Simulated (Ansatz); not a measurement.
**SiHO+ (quintet): one geometry, many settings**

What do other methods and options give for SiHO+ (quintet) at this geometry, and how long do they take?

Computed with Ansatz 0.2.0, Gaussian basis. Level: the settings change from run to run.

35 further runs of the same task are left out: 9 for a known fault of the program, 10 that didn't finish, 16 set aside as unsound or not needed.

### 1 The geometry

The geometry is a PBE0/def2-TZVP stationary point (not a proven minimum) of the parent state, kept for this charge and spin.

3 atoms, charge 1, spin multiplicity 5.

Atoms are counted from 1 here; the program's logs count them from 0.

Bond lengths: Si1–O2 1.728 Å, Si1–H3 1.496 Å. Angles: O2–Si1–H3 115.5°.

### 2 MP2 on ROHF/6-31++G**

File in.yaml:

```yaml
crystal:
  periodic: [false, false, false]
  atoms:
    - {symbol: Si, position_ang: [0.000000, -0.094440, 0.592147]}
    - {symbol: O, position_ang: [0.000000, 0.091474, -1.126196]}
    - {symbol: H, position_ang: [0.000000, 1.179495, 1.376770]}
basis:
  gaussian: {orbitals: "6-31++G**"}
total_charge: 1
magnetization: {spin_polarized: false, initial_magnetization: 4}
correlation: {method: mp2, electrons: valence}
output: {forces: true}
```

Run with:

```console
$ ansatz run in.yaml --threads 1 --pin off --events-out ev --progress --plain --max-ram 2393MiB
```

The program printed:

```text
Functional definition: HF
  name "HF"
  cite "Fock, Z. Phys. 61, 126 (1930) doi:10.1007/BF01340294"
  parent pbe
  exchange = exact_x
  correlation = 0
412 factors; integrals over basis functions are off by at most 1.3e-3 eV
mean field evaluation 1: about -9895.1858 eV, gradient 3.2e1 eV
mean field evaluation 2: about -9895.2243 eV, gradient 3.2e1 eV
mean field evaluation 4: about -9899.0684 eV, gradient 4.6e0 eV
mean field evaluation 8: about -9900.6193 eV, gradient 1.8e0 eV
mean field evaluation 16: about -9900.8402 eV, gradient 9.3e-1 eV
mean field evaluation 32: about -9895.9652 eV, gradient 1.5e-1 eV
mean field evaluation 64: about -9896.2464 eV, gradient 1.9e0 eV
mean field evaluation 96: about -9898.7307 eV, gradient 4.7e0 eV
mean field evaluation 128: about -9899.0297 eV, gradient 4.6e0 eV
mean field -9900.84907334 eV, -363.8494924087 hartree, gradient 2.5e-6 eV, S^2 6.000000; 12 other end points of the search recorded, 0 dependent functions left out
mean field evaluation 160: about -9901.0563 eV, gradient 1.3e-4 eV
mean field evaluation 192: about -9900.6735 eV, gradient 7.9e0 eV
6 core orbitals not correlated: weight in the atoms' cores, before any rotation towards them, 1.000 or more for the frozen orbitals, at most 0.000 for the correlated occupied ones
reference -9900.84907334 eV, -363.8494924087 hartree; 7, 3 occupied and 35, 39 virtual orbitals, 412 factors
second order -3.89418695 eV of doubles, -0.13532841 eV of singles
the calculation of the forces begins
Total energy: -9904.87858870 eV, -363.9975743670 hartree
Atom 0 at     0.000000    -0.094440     0.592147 Å, force    -0.000000    -0.919726     6.832908 eV/Å
Atom 1 at     0.000000     0.091474    -1.126196 Å, force     0.000000     1.101533    -6.129680 eV/Å
Atom 2 at     0.000000     1.179495     1.376770 Å, force    -0.000000    -0.181807    -0.703228 eV/Å
Dipole moment:     0.000000     0.008012    -0.114252 e Å
```

Wall time 0.75 s (1 thread of AMD EPYC 9R45, shared host).

### 3 BCCD(T) on UHF/cc-pVDZ

File in.yaml:

```yaml
crystal:
  periodic: [false, false, false]
  atoms:
    - {symbol: Si, position_ang: [0.000000, -0.094440, 0.592147]}
    - {symbol: O, position_ang: [0.000000, 0.091474, -1.126196]}
    - {symbol: H, position_ang: [0.000000, 1.179495, 1.376770]}
basis:
  gaussian: {orbitals: cc-pVDZ}
total_charge: 1
magnetization: {spin_polarized: true, initial_magnetization: 4}
correlation: {method: bccd_t, electrons: outside_noble_gas}
output: {forces: true}
```

The command is unchanged.

The program printed, shortened:

```text
Functional definition: HF
  name "HF"
  cite "Fock, Z. Phys. 61, 126 (1930) doi:10.1007/BF01340294"
  parent pbe
[...]
357 factors; integrals over basis functions are off by at most 1.0e-3 eV
[...]
mean field -9901.47112373 eV, -363.8723523388 hartree, gradient 1.9e-6 eV, S^2 6.012026; 11 other end points of the search recorded, 0 dependent functions left out
determinant -9901.47112373 eV, -363.8723523388 hartree, with singles and doubles -9906.36701643 eV, -364.0522730772 hartree
determinant -9899.95880095 eV, -363.8167755019 hartree, with singles and doubles -9905.24868715 eV, -364.0111752340 hartree
determinant -9899.93676143 eV, -363.8159655645 hartree, with singles and doubles -9905.20807781 eV, -364.0096828683 hartree
determinant -9897.98995486 eV, -363.7444217427 hartree, with singles and doubles -9903.14438403 eV, -363.9338435206 hartree
6 core orbitals not correlated: weight in the atoms' cores, before any rotation towards them, 1.000 or more for the frozen orbitals, at most 0.000 for the correlated occupied ones
reference -9901.47112373 eV, -363.8723523388 hartree; 7, 3 occupied and 24, 28 virtual orbitals, 357 factors
second order -4.04259453 eV of doubles, -0.00000000 eV of singles
cycle   1  -4.89395174 eV  change    1.9e-3 eV  update   5.7e-3
[...]
cycle  16  -4.89636913 eV  change    1.5e-7 eV  update   5.1e-7
perturbative correction -0.09456700 eV, -0.0034752731 hartree
[...]
Total energy: -9906.46205986 eV, -364.0557658587 hartree
Atom 0 at     0.000000    -0.094440     0.592147 Å, force     0.000000    -1.580776     6.983355 eV/Å
Atom 1 at     0.000000     0.091474    -1.126196 Å, force     0.000000     1.179512    -6.603160 eV/Å
Atom 2 at     0.000000     1.179495     1.376770 Å, force     0.000000     0.401264    -0.380195 eV/Å
Dipole moment:     0.000000     0.019632    -0.058420 e Å
```

It took 1.9 s on 1 thread of AMD EPYC 9R45, shared host.

From the report: ⟨S²⟩ of the determinant 6.012 (pure quintet: 6.00); correlation -4.9909 eV; largest double amplitude 0.05.

### 4 NEVPT4(SD)(4,5)/cc-pVDZ

in.yaml: that of step 3 with these lines changed.

```diff
@@ -9,4 +9,5 @@
 total_charge: 1
-magnetization: {spin_polarized: true, initial_magnetization: 4}
-correlation: {method: bccd_t, electrons: outside_noble_gas}
-output: {forces: true}
+magnetization: {spin_polarized: false, initial_magnetization: 4}
+correlation: {method: fic_nevpt4_sd, electrons: outside_noble_gas, active_space: {window: {electrons: 4, orbitals: 5}}}
+accuracy: high
+scf: {lower_state_search: light}
```

The command is unchanged.

The program printed, shortened:

```text
Functional definition: HF
  name "HF"
  cite "Fock, Z. Phys. 61, 126 (1930) doi:10.1007/BF01340294"
  parent pbe
[...]
722 factors; integrals over basis functions are off by at most 3.9e-9 eV
[...]
mean field -9901.26295735 eV, -363.8647023654 hartree, gradient 2.4e-8 eV, S^2 6.000000; 12 other end points of the search recorded, 0 dependent functions left out
reference -9901.26295735 eV, -363.8647023654 hartree; 13, 9 occupied and 24, 28 virtual orbitals, 722 factors
state -9901.26295735 eV, -363.8647023654 hartree
state -9901.26295735 eV, -363.8647023654 hartree; corrected -9906.36407761 eV, -364.0521650774 hartree
WARN: 1 active orbitals are nearly empty or full. The corrections depend on them more than the energy does, and are more stable in an active space without them
Total energy: -9906.36407761 eV, -364.0521650774 hartree
```

Run time: 1.9 s. Hardware: 1 thread of AMD EPYC 9R45, shared host.

From the report: 3 determinants; active occupations 1.00, 1.00, 1.00, 1.00, 0.00. The report marks this result as in doubt.

### 5 BCCD on ROHF/STO-3G

File in.yaml:

```yaml
crystal:
  periodic: [false, false, false]
  atoms:
    - {symbol: Si, position_ang: [0.000000, -0.094440, 0.592147]}
    - {symbol: O, position_ang: [0.000000, 0.091474, -1.126196]}
    - {symbol: H, position_ang: [0.000000, 1.179495, 1.376770]}
basis:
  gaussian: {orbitals: STO-3G, point_charges: [{charge: 1.00, position_ang: [3.056, 0.866, -0.668]}]}
total_charge: 1
magnetization: {spin_polarized: false, initial_magnetization: 4}
correlation: {method: bccd, electrons: outside_noble_gas}
```

Same command.

The program printed, shortened:

```text
Functional definition: HF
  name "HF"
  cite "Fock, Z. Phys. 61, 126 (1930) doi:10.1007/BF01340294"
  parent pbe
[...]
174 factors; integrals over basis functions are off by at most 2.3e-5 eV
[...]
mean field -9782.52153642 eV, -359.5010356322 hartree, gradient 2.8e-6 eV, S^2 6.000000; 6 other end points of the search recorded, 0 dependent functions left out
determinant -9782.52153642 eV, -359.5010356322 hartree, with singles and doubles -9783.45349906 eV, -359.5352846274 hartree
determinant -9780.89958181 eV, -359.4414298996 hartree, with singles and doubles -9781.90056231 eV, -359.4782152545 hartree
determinant -9780.79238147 eV, -359.4374903598 hartree, with singles and doubles -9781.79003389 eV, -359.4741534099 hartree
6 core orbitals not correlated: weight in the atoms' cores, before any rotation towards them, 1.000 or more for the frozen orbitals, at most 0.000 for the correlated occupied ones
reference -9782.52153642 eV, -359.5010356322 hartree; 7, 3 occupied and 2, 6 virtual orbitals, 174 factors
second order -0.54950952 eV of doubles, -0.03020817 eV of singles
cycle   1  -0.93309901 eV  change   -1.1e-3 eV  update   2.2e-3
[...]
cycle  10  -0.93333687 eV  change    1.2e-6 eV  update   1.0e-5
Total energy: -9783.45487329 eV, -359.5353351296 hartree
```

Wall time 0.18 s (1 thread of AMD EPYC 9R45, shared host).

From the report: correlation -0.9333 eV; largest double amplitude 0.07.

### 6 MP2 on ROHF/cc-pVDZ

File in.yaml:

```yaml
crystal:
  periodic: [false, false, false]
  atoms:
    - {symbol: Si, position_ang: [0.000000, -0.094440, 0.592147]}
    - {symbol: O, position_ang: [0.000000, 0.091474, -1.126196]}
    - {symbol: H, position_ang: [0.000000, 1.179495, 1.376770]}
basis:
  gaussian: {orbitals: cc-pVDZ}
total_charge: 1
magnetization: {spin_polarized: false, initial_magnetization: 4}
correlation: {method: mp2, electrons: outside_noble_gas}
output: {forces: true}
```

Launched as before.

The program printed, shortened:

```text
Functional definition: HF
  name "HF"
  cite "Fock, Z. Phys. 61, 126 (1930) doi:10.1007/BF01340294"
  parent pbe
[...]
357 factors; integrals over basis functions are off by at most 1.0e-3 eV
[...]
mean field -9901.26287343 eV, -363.8646992817 hartree, gradient 2.6e-6 eV, S^2 6.000000; 12 other end points of the search recorded, 0 dependent functions left out
[...]
6 core orbitals not correlated: weight in the atoms' cores, before any rotation towards them, 1.000 or more for the frozen orbitals, at most 0.000 for the correlated occupied ones
reference -9901.26287343 eV, -363.8646992817 hartree; 7, 3 occupied and 24, 28 virtual orbitals, 357 factors
second order -4.10649452 eV of doubles, -0.13899211 eV of singles
[...]
Total energy: -9905.50836006 eV, -364.0207180375 hartree
Atom 0 at     0.000000    -0.094440     0.592147 Å, force     0.000000    -1.233841     7.281357 eV/Å
Atom 1 at     0.000000     0.091474    -1.126196 Å, force    -0.000000     1.159278    -6.748438 eV/Å
Atom 2 at     0.000000     1.179495     1.376770 Å, force     0.000000     0.074563    -0.532920 eV/Å
Dipole moment:     0.000000     0.009818    -0.083026 e Å
```

It took 0.63 s on 1 thread of AMD EPYC 9R45, shared host.

### 7 CCSD on ROHF/def2-mTZVP

in.yaml: that of step 6 with these lines changed.

```diff
@@ -7,6 +7,6 @@
 basis:
-  gaussian: {orbitals: cc-pVDZ}
+  gaussian: {orbitals: def2-mTZVP}
 total_charge: 1
 magnetization: {spin_polarized: false, initial_magnetization: 4}
-correlation: {method: mp2, electrons: outside_noble_gas}
+correlation: {method: ccsd, electrons: outside_noble_gas}
 output: {forces: true}
```

Same command.

The program printed, shortened:

```text
Functional definition: HF
  name "HF"
  cite "Fock, Z. Phys. 61, 126 (1930) doi:10.1007/BF01340294"
  parent pbe
[...]
428 factors; integrals over basis functions are off by at most 1.1e-3 eV
[...]
mean field -9902.13707047 eV, -363.8968254302 hartree, gradient 2.7e-6 eV, S^2 6.000000; 17 other end points of the search recorded, 0 dependent functions left out
[...]
determinant -9902.13707047 eV, -363.8968254302 hartree, with singles and doubles -9907.19163573 eV, -364.0825772774 hartree
determinant -9900.51752485 eV, -363.8373082266 hartree, with singles and doubles -9906.03686134 eV, -364.0401401014 hartree
determinant -9900.47628126 eV, -363.8357925525 hartree, with singles and doubles -9905.98359989 eV, -364.0381827792 hartree
determinant -9898.67010759 eV, -363.7694168943 hartree, with singles and doubles -9904.01858083 eV, -363.9659696605 hartree
determinant -9897.18989049 eV, -363.7150199194 hartree, with singles and doubles -9902.94933556 eV, -363.9266756218 hartree
6 core orbitals not correlated: weight in the atoms' cores, before any rotation towards them, 1.000 or more for the frozen orbitals, at most 0.000 for the correlated occupied ones
reference -9902.13707047 eV, -363.8968254302 hartree; 7, 3 occupied and 36, 40 virtual orbitals, 428 factors
second order -4.13375256 eV of doubles, -0.13856347 eV of singles
cycle   1  -5.07145874 eV  change   -2.4e-1 eV  update   1.7e-2
[...]
cycle  17  -5.10615564 eV  change   -2.8e-7 eV  update   5.1e-7
[...]
Total energy: -9907.24322611 eV, -364.0844731889 hartree
Atom 0 at     0.000000    -0.094440     0.592147 Å, force     0.000000    -1.337023     5.933369 eV/Å
Atom 1 at     0.000000     0.091474    -1.126196 Å, force    -0.000000     1.050143    -5.495588 eV/Å
Atom 2 at     0.000000     1.179495     1.376770 Å, force     0.000000     0.286881    -0.437781 eV/Å
Dipole moment:    -0.000000     0.023058    -0.078710 e Å
```

Wall time 4.3 s (1 thread of AMD EPYC 9R45, shared host).

From the report: correlation -5.1062 eV; T1 0.032; largest double amplitude 0.05.

### 8 MRCISD+Q(6,6)/cc-pVDZ

File in.yaml:

```yaml
crystal:
  periodic: [false, false, false]
  atoms:
    - {symbol: Si, position_ang: [0.000000, -0.094440, 0.592147]}
    - {symbol: O, position_ang: [0.000000, 0.091474, -1.126196]}
    - {symbol: H, position_ang: [0.000000, 1.179495, 1.376770]}
basis:
  gaussian: {orbitals: cc-pVDZ, point_charges: [{charge: 0.50, position_ang: [4.087, 0.404, -0.868]}]}
total_charge: 1
magnetization: {spin_polarized: false, initial_magnetization: 4}
correlation: {method: fic_mrcisd_q, electrons: outside_noble_gas, active_space: {window: {electrons: 6, orbitals: 6}}}
```

Same command.

The program printed, shortened:

```text
Functional definition: HF
  name "HF"
  cite "Fock, Z. Phys. 61, 126 (1930) doi:10.1007/BF01340294"
  parent pbe
[...]
357 factors; integrals over basis functions are off by at most 1.0e-3 eV
[...]
mean field -9899.61127577 eV, -363.8040041871 hartree, gradient 1.7e-6 eV, S^2 6.000000; 6 other end points of the search recorded, 0 dependent functions left out
reference -9899.61127577 eV, -363.8040041871 hartree; 13, 9 occupied and 24, 28 virtual orbitals, 357 factors
state -9900.07039737 eV, -363.8208765947 hartree
contracted CI cycle   1: correlation 0.00000000 eV, 0.0000000000 hartree, residual 2.13e1 eV
contracted CI cycle   2: correlation -4.33867276 eV, -0.1594432830 hartree, residual 2.54e0 eV
contracted CI cycle   3: correlation -4.44561003 eV, -0.1633731554 hartree, residual 7.35e-1 eV
contracted CI cycle   4: correlation -4.45388347 eV, -0.1636771985 hartree, residual 2.12e-1 eV
contracted CI cycle   5: correlation -4.45475570 eV, -0.1637092523 hartree, residual 7.82e-2 eV
contracted CI cycle   6: correlation -4.45487712 eV, -0.1637137144 hartree, residual 3.68e-2 eV
contracted CI cycle   7: correlation -4.45490768 eV, -0.1637148376 hartree, residual 1.90e-2 eV
contracted CI cycle   8: correlation -4.45491607 eV, -0.1637151458 hartree, residual 9.65e-3 eV
contracted CI cycle   9: correlation -4.45491815 eV, -0.1637152223 hartree, residual 4.72e-3 eV
contracted CI cycle  10: correlation -4.45491871 eV, -0.1637152430 hartree, residual 2.76e-3 eV
contracted CI cycle  11: correlation -4.45491888 eV, -0.1637152492 hartree, residual 1.44e-3 eV
state -9900.07039737 eV, -363.8208765947 hartree; corrected -9904.79382574 eV, -363.9944593856 hartree
Total energy: -9904.79382574 eV, -363.9944593856 hartree
```

Run time: 0.57 s. Hardware: 1 thread of AMD EPYC 9R45, shared host.

From the report: 36 determinants; active occupations 1.97, 1.00, 1.00, 1.00, 1.00, 0.03.

### 9 BCCD(T) on ROHF/cc-pVDZ

File in.yaml:

```yaml
crystal:
  periodic: [false, false, false]
  atoms:
    - {symbol: Si, position_ang: [0.000000, -0.094440, 0.592147]}
    - {symbol: O, position_ang: [0.000000, 0.091474, -1.126196]}
    - {symbol: H, position_ang: [0.000000, 1.179495, 1.376770]}
basis:
  gaussian: {orbitals: cc-pVDZ}
total_charge: 1
magnetization: {spin_polarized: false, initial_magnetization: 4}
correlation: {method: bccd_t, electrons: outside_noble_gas, diis_vectors: 4}
scf: {lower_state_search: light}
```

Launched as before.

The program printed, shortened:

```text
Functional definition: HF
  name "HF"
  cite "Fock, Z. Phys. 61, 126 (1930) doi:10.1007/BF01340294"
  parent pbe
[...]
357 factors; integrals over basis functions are off by at most 1.0e-3 eV
[...]
mean field -9901.26287343 eV, -363.8646992817 hartree, gradient 2.6e-6 eV, S^2 6.000000; 13 other end points of the search recorded, 0 dependent functions left out
[...]
determinant -9901.26287343 eV, -363.8646992817 hartree, with singles and doubles -9906.36233871 eV, -364.0521011742 hartree
determinant -9899.72422828 eV, -363.8081551151 hartree, with singles and doubles -9905.23399653 eV, -364.0106353639 hartree
determinant -9899.68727640 eV, -363.8067971588 hartree, with singles and doubles -9905.18671379 eV, -364.0088977550 hartree
determinant -9897.76791554 eV, -363.7362619482 hartree, with singles and doubles -9903.13772867 eV, -363.9335989409 hartree
determinant -9896.38793369 eV, -363.6855485504 hartree, with singles and doubles -9902.10809085 eV, -363.8957604486 hartree
6 core orbitals not correlated: weight in the atoms' cores, before any rotation towards them, 1.000 or more for the frozen orbitals, at most 0.000 for the correlated occupied ones
reference -9901.26287343 eV, -363.8646992817 hartree; 7, 3 occupied and 24, 28 virtual orbitals, 357 factors
second order -4.10649452 eV of doubles, -0.13899211 eV of singles
cycle   1  -5.10111605 eV  change   -1.7e-3 eV  update   6.4e-3
[...]
cycle  14  -5.10246523 eV  change   -2.0e-7 eV  update   4.3e-6
perturbative correction -0.09460045 eV, -0.0034765023 hartree
Total energy: -9906.45993911 eV, -364.0556879226 hartree
```

It took 1.8 s on 1 thread of AMD EPYC 9R45, shared host.

From the report: correlation -5.1971 eV; largest double amplitude 0.05.

### 10 BCCD(T) on ROHF/cc-pVDZ

in.yaml: that of step 9 with these lines changed.

```diff
@@ -10,3 +10,3 @@
 magnetization: {spin_polarized: false, initial_magnetization: 4}
-correlation: {method: bccd_t, electrons: outside_noble_gas, diis_vectors: 4}
-scf: {lower_state_search: light}
+correlation: {method: bccd_t, electrons: outside_noble_gas, diis_vectors: 2}
+scf: {omitted_lower_state_checks: [cluster_reference]}
```

Same command.

The program printed, shortened:

```text
Functional definition: HF
  name "HF"
  cite "Fock, Z. Phys. 61, 126 (1930) doi:10.1007/BF01340294"
  parent pbe
[...]
357 factors; integrals over basis functions are off by at most 1.0e-3 eV
[...]
mean field -9901.26287343 eV, -363.8646992817 hartree, gradient 2.6e-6 eV, S^2 6.000000; 12 other end points of the search recorded, 0 dependent functions left out
6 core orbitals not correlated: weight in the atoms' cores, before any rotation towards them, 1.000 or more for the frozen orbitals, at most 0.000 for the correlated occupied ones
reference -9901.26287343 eV, -363.8646992817 hartree; 7, 3 occupied and 24, 28 virtual orbitals, 357 factors
second order -4.10649452 eV of doubles, -0.13899211 eV of singles
cycle   1  -4.86837407 eV  change   -6.2e-1 eV  update   5.6e-2
[...]
cycle  24  -5.10246861 eV  change    2.9e-6 eV  update   6.7e-6
perturbative correction -0.09460288 eV, -0.0034765916 hartree
Total energy: -9906.45994492 eV, -364.0556881362 hartree
Checks for a lower state left out: cluster_reference
```

Wall time 0.87 s (1 thread of AMD EPYC 9R45, shared host).

From the report: correlation -5.1971 eV; largest double amplitude 0.05.

### 11 All runs side by side

Where basis and cores are those of an earlier UCCSDT(Q)/cc-pVDZ run (-9906.4928 eV), and the state is the same kind, the miss against it is given. † marks a result that the program doubts.

```
                                        level         correlated  functions  energy (eV)  from UCCSDT(Q) (meV)    time
                        MP2 on ROHF/6-31++G**            valence         48   -9904.8786                        0.75 s
                       BCCD(T) on UHF/cc-pVDZ  outside noble gas         37   -9906.4621                  30.7   1.9 s
                    NEVPT4(SD)(4,5)/cc-pVDZ †  outside noble gas         37   -9906.3641                 128.7   1.9 s
  BCCD on ROHF/STO-3G (beside a point charge)  outside noble gas         15   -9783.4549                        0.18 s
                          MP2 on ROHF/cc-pVDZ  outside noble gas         37   -9905.5084                 984.4  0.63 s
                      CCSD on ROHF/def2-mTZVP  outside noble gas         49   -9907.2432                         4.3 s
MRCISD+Q(6,6)/cc-pVDZ (beside a point charge)  outside noble gas         37   -9904.7938                        0.57 s
                      BCCD(T) on ROHF/cc-pVDZ  outside noble gas         37   -9906.4599                  32.8   1.8 s
                      BCCD(T) on ROHF/cc-pVDZ  outside noble gas         37   -9906.4599                  32.8  0.87 s
```

### 12 Summary of results

| quantity | value |
| --- | --- |
| runs | 9 |
| quickest | BCCD on ROHF/STO-3G (beside a point charge), 0.18 s |
| slowest | CCSD on ROHF/def2-mTZVP, 4.3 s |

What this shows: Total energies in different bases, with other cores or another treatment of relativity can't be set against each other. CCSD on ROHF/def2-mTZVP took 24 times as long as BCCD on ROHF/STO-3G (beside a point charge); the jobs differ in more than the method. Among the correlated runs with a miss given, it spans +31 to +984 meV.
